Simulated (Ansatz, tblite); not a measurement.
**[SnF3]-: which spin state is lowest**

Aim: set other spin states of [SnF3]- against its singlet, on many levels of theory.

Computed with Ansatz 0.2.0, Gaussian basis. Level: as each input shows.

Plan: triplet, at the geometry of the singlet (GFN1-xTB, GFN2-xTB, PBE0-D4/def2-TZVPD, PBE-D4/def2-TZVPD, r2SCAN-D4/def2-TZVPD); the singlet's energies come from earlier runs.

1 further run of the same task is left out (set aside as unsound or not needed). Runs told in other sessions of the task aren't counted.

### 1 The relaxed structure

The geometry is that of the singlet, from an earlier relaxation (PBE0-D4/def2-TZVPD).

4 atoms, charge -1, spin multiplicity 1.

Bond lengths: Sn1–F2 1.999 Å, Sn1–F3 1.999 Å, Sn1–F4 1.999 Å. Angles: F2–Sn1–F3 95.1°, F2–Sn1–F4 95.1°, F3–Sn1–F4 95.1°.

Geometry (Å):

```xyz
4

Sn   -0.0058    0.0056    0.7852
F     1.7039   -0.0310   -0.2492
F    -0.8237    1.4869   -0.2783
F    -0.8744   -1.4614   -0.2577
```

Sn takes a core potential in the def2 sets. No spin-orbit coupling is included. The ion is computed in the gas phase, without counter-ions or solvent.

### 2 Triplet at the fixed geometry, GFN1-xTB

Tight binding, by tblite at 300 K electronic temperature and without a spin-polarisation term:

```python
tblite.interface.Calculator('GFN1-xTB', numbers, positions, charge=-1, uhf=2).singlepoint()
```

Energy -490.6442 eV; 0.002 s.

### 3 Triplet at the fixed geometry, GFN2-xTB

Tight binding, by tblite at 300 K electronic temperature and without a spin-polarisation term:

```python
tblite.interface.Calculator('GFN2-xTB', numbers, positions, charge=-1, uhf=2).singlepoint()
```

Energy -447.1928 eV; 0.002 s.

### 4 Triplet at the fixed geometry, PBE0-D4/def2-TZVPD

in.yaml

```yaml
crystal:
  periodic: [false, false, false]
  atoms:
    - {symbol: Sn, position_ang: [-0.005751, 0.005566, 0.785223]}
    - {symbol: F, position_ang: [1.703900, -0.031041, -0.249234]}
    - {symbol: F, position_ang: [-0.823719, 1.486887, -0.278260]}
    - {symbol: F, position_ang: [-0.874430, -1.461412, -0.257719]}
basis:
  gaussian: {orbitals: def2-TZVPD}
total_charge: -1
magnetization: {spin_polarized: true, initial_magnetization: 2}
hamiltonian: {xc: pbe0, dispersion: d4}
scf: {omitted_lower_state_checks: [starts]}
output: {orbitals: {seedname: orbitals}}
```

Launch:

```sh
ansatz run in.yaml --threads 4 --pin off --events-out ev --progress --plain --max-ram 3916MiB
```

Log:

```text
Functional definition: PBE0
  name "PBE0"
  cite "Adamo & Barone, J. Chem. Phys. 110, 6158 (1999) doi:10.1063/1.478522"
  cite "Perdew, Burke & Ernzerhof, Phys. Rev. Lett. 77, 3865 (1996) doi:10.1103/PhysRevLett.77.3865"
  parent pbe
  parameter a = 0.25
  parameter kappa = 0.804
  parameter beta = 0.06672455060314922
  exchange = (1 - a)*pbe_x(kappa = kappa, mu = beta*pi^2/3) + a*exact_x
  correlation = pbe_c(beta = beta)
these checks for a lower state are left out or cut short: starts
1079 factors; their error is unknown
mean field evaluation 1: about -13978.8685 eV, gradient 1.2e1 eV
mean field evaluation 2: about -13979.2385 eV, gradient 1.0e1 eV
mean field evaluation 4: about -13979.6165 eV, gradient 1.2e0 eV
mean field evaluation 8: about -13979.6228 eV, gradient 1.5e-1 eV
mean field evaluation 16: about -13979.7166 eV, gradient 1.2e-3 eV
mean field evaluation 32: about -13979.7167 eV, gradient 5.5e-6 eV
mean field -13979.71665796 eV, -513.7451113877 hartree, gradient 5.5e-6 eV, S^2 2.003787; 0 other end points of the search recorded, 0 dependent functions left out
reference -13979.71669227 eV, -513.7451126486 hartree; 26, 24 occupied and 150, 152 virtual orbitals, 1079 factors
Total energy: -13979.78227292 eV, -513.7475226930 hartree
Checks for a lower state left out: starts
```

Run time: 7.5 s. Hardware: 4 threads of Arm Neoverse V1, shared host; peak memory 0.7 GiB.

Report: HOMO 1.57 eV, LUMO -0.80 eV (over both spins; with the spin held, an empty level of the minority spin lies below the top filled one); ⟨S²⟩ 2.004 (pure: 2.00). Doubts: highest occupied level lies above zero.

### 5 Triplet at the fixed geometry, PBE-D4/def2-TZVPD

start.molden holds the orbitals of an earlier run on this state, given as this run's starting guess.

Edit in.yaml of step 4 so:

```diff
@@ -8,6 +8,6 @@
 basis:
-  gaussian: {orbitals: def2-TZVPD}
+  gaussian: {orbitals: def2-TZVPD, initial_orbitals: start.molden}
 total_charge: -1
 magnetization: {spin_polarized: true, initial_magnetization: 2}
-hamiltonian: {xc: pbe0, dispersion: d4}
+hamiltonian: {xc: pbe, dispersion: d4}
 scf: {omitted_lower_state_checks: [starts]}
```

Same command.

Log:

```text
Functional definition: PBE
  name "PBE"
  cite "Perdew, Burke & Ernzerhof, Phys. Rev. Lett. 77, 3865 (1996) doi:10.1103/PhysRevLett.77.3865"
  parent pbe
  parameter kappa = 0.804
  parameter beta = 0.06672455060314922
  exchange = pbe_x(kappa = kappa, mu = beta*pi^2/3)
  correlation = pbe_c(beta = beta)
these checks for a lower state are left out or cut short: starts
995 factors; their error is unknown
mean field evaluation 1: about -13979.8186 eV, gradient 7.2e0 eV
mean field evaluation 2: about -13979.9944 eV, gradient 2.2e-1 eV
mean field evaluation 4: about -13979.9889 eV, gradient 1.2e-1 eV
mean field evaluation 8: about -13979.9889 eV, gradient 1.5e-5 eV
mean field -13979.98892697 eV, -513.7551170894 hartree, gradient 5.6e-6 eV, S^2 2.001965; 0 other end points of the search recorded, 0 dependent functions left out
reference -13979.98897043 eV, -513.7551186866 hartree; 26, 24 occupied and 150, 152 virtual orbitals, 995 factors
Total energy: -13980.06746865 eV, -513.7580034427 hartree
Checks for a lower state left out: starts
```

Wall time 4 s (4 threads of Arm Neoverse V1, shared host).

HOMO 2.28 eV, LUMO -1.73 eV (over both spins; with the spin held, an empty level of the minority spin lies below the top filled one); ⟨S²⟩ 2.002 (pure: 2.00). Doubts: highest occupied level lies above zero.

### 6 Triplet at the fixed geometry, r2SCAN-D4/def2-TZVPD

Edit in.yaml of step 5 so:

```diff
@@ -11,3 +11,3 @@
 magnetization: {spin_polarized: true, initial_magnetization: 2}
-hamiltonian: {xc: pbe, dispersion: d4}
+hamiltonian: {xc: r2scan, dispersion: d4}
 scf: {omitted_lower_state_checks: [starts]}
```

The command is unchanged.

Log:

```text
Functional definition: r2SCAN
  name "r2SCAN"
  cite "Furness, Kaplan, Ning, Perdew & Sun, J. Phys. Chem. Lett. 11, 8208 (2020) doi:10.1021/acs.jpclett.0c02405"
  cite "Furness, Kaplan, Ning, Perdew & Sun, J. Phys. Chem. Lett. 11, 9248 (2020) doi:10.1021/acs.jpclett.0c03077"
  parent r2scan
  parameter k0 = 0.174
  parameter k1 = 0.065
  parameter a1 = 4.9479
  exchange = r2scan_x(k0 = k0, k1 = k1, a1 = a1)
  correlation = r2scan_c
these checks for a lower state are left out or cut short: starts
995 factors; their error is unknown
mean field evaluation 1: about -13986.3950 eV, gradient 4.0e0 eV
mean field evaluation 2: about -13986.4352 eV, gradient 6.1e-2 eV
mean field evaluation 4: about -13986.4296 eV, gradient 3.7e-4 eV
mean field evaluation 8: about -13986.4296 eV, gradient 5.1e-5 eV
mean field evaluation 16: about -13986.4296 eV, gradient 1.1e-5 eV
mean field -13986.42960830 eV, -513.9918077625 hartree, gradient 9.5e-6 eV, S^2 2.004349; 0 other end points of the search recorded, 0 dependent functions left out
reference -13986.42963164 eV, -513.9918086203 hartree; 26, 24 occupied and 150, 152 virtual orbitals, 995 factors
Total energy: -13986.44662220 eV, -513.9924330119 hartree
Checks for a lower state left out: starts
```

Run time: 10 s. Hardware: 4 threads of Arm Neoverse V1, shared host.

From the report: HOMO 2.17 eV, LUMO -1.38 eV (over both spins; with the spin held, an empty level of the minority spin lies below the top filled one); ⟨S²⟩ 2.004 (pure: 2.00). Doubts: highest occupied level lies above zero.

### 7 Triplet less singlet, vertical

The singlet's energies are those of its earlier runs, whose logs aren't repeated here.

| level | triplet less singlet, vertical (kJ/mol) | time |
| --- | --- | --- |
| GFN1-xTB | +702.1 | 0.005 s |
| GFN2-xTB | +738.9 | 0.004 s |
| PBE-D4/def2-TZVPD | +415.8 | 5.1 s |
| r2SCAN-D4/def2-TZVPD | +419.0 | 12 s |
| PBE0-D4/def2-TZVPD | +424.5 | 9.5 s |

Times add the two runs; a level without a time comes out of a correlated run. Tight binding without a spin term can't rank spin states.

### 8 Summary of results

| quantity | value |
| --- | --- |
| triplet less singlet, vertical, functionals in def2-TZVPD | +415.8 (PBE-D4) to +424.5 kJ/mol (PBE0-D4) |

All functionals put the triplet above the singlet, over a spread of 8.7 kJ/mol. The checks for a lower triplet were left out, so another state of that spin may lie lower. These are electronic energies, without zero-point motion, entropy or surroundings.

The anion's highest level is positive in at least one run, so there the basis alone may hold the extra electron.
